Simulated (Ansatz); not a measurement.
# The fluorine atom: one species, many methods

One table from this session's results is given with a row withheld; the runs are named, their logs left out.

The runs use Ansatz 0.2.0, Gaussian basis; functionals in def2-TZVPP, the program's frozen cores in correlated methods.

Levels to be run: LDA (SPW92), PBE, revPBE, BLYP, r2SCAN, B97M-V, PBE0, B3LYP, r2SCANh, r2SCAN0, HSE06, BHLYP, CAM-B3LYP, LC-ωPBE, ωB97X-V, ωB97M-V, B2PLYP, PBE-QIDH; CCSD(T)/def2-SVP; CCSD(T)/def2-TZVPP; CCSD(T)/def2-QZVPP; extrapolation to the limit; RPA on PBE.

## The atom

SMILES `[F]`, 1 atom, charge 0, spin multiplicity 2.

Set-up of the first run:

Input file in.yaml:

```yaml
crystal:
  periodic: [false, false, false]
  atoms:
    - {symbol: F, position_ang: [0.000000, 0.000000, 0.000000]}
basis:
  gaussian: {orbitals: def2-TZVPP}
magnetization: {spin_polarized: true, initial_magnetization: 1}
hamiltonian: {xc: lda}
output: {orbitals: {seedname: orbitals}}
```

Among the steps run: LDA; PBE (GGA); revPBE (GGA); BLYP (GGA); r2SCAN (meta-GGA); B97M-V (meta-GGA); PBE0 (hybrid); B3LYP (hybrid); r2SCANh (hybrid); r2SCAN0 (hybrid); HSE06 (hybrid); BHLYP (hybrid); CAM-B3LYP (range-separated); LC-ωPBE (range-separated); ωB97X-V (range-separated); ωB97M-V (range-separated); B2PLYP (double hybrid); PBE-QIDH (double hybrid).

One of the session's tables, all rows but one given; the rest of the session is left out.

It belongs to the step «Frontier levels by functional». Levels, from each run's orbital file (highest filled and lowest empty over both spins):

```
 functional  HOMO (eV)  LUMO (eV)  gap (eV)
LDA (SPW92)     -10.22     -10.12      0.11
        PBE     -10.14      -9.15      0.98
     revPBE     -10.07      -8.93      1.14
       BLYP     -10.16      -9.25      0.90
     r2SCAN     -10.68      -8.02      2.66
     B97M-V     -10.86      -7.86      3.00
       PBE0     -12.46      -6.58      5.88
      B3LYP     -12.17      -7.43      4.74
    r2SCANh     -11.55      -7.12      4.43
    r2SCAN0     -12.85      -5.80      7.05
      HSE06     -12.03      -6.99      5.04
      BHLYP          ?          ?         ?
  CAM-B3LYP     -14.14      -5.56      8.57
    LC-ωPBE     -15.45      -4.06     11.39
    ωB97X-V     -15.09      -4.21     10.88
    ωB97M-V     -15.03      -4.08     10.95
```

Q: Estimate the row for BHLYP from the others.

Worked estimate for «HOMO (eV)». Against the share of exact exchange, BLYP (0, -10.16), B3LYP (0.2, -12.17) give a slope of -10.05 per unit share; at 0.5 the line stands at -15.18.

The run gave: HOMO (eV): -14.81; LUMO (eV): -4.29; gap (eV): 10.51. In «HOMO (eV)» the line misses by -0.37.
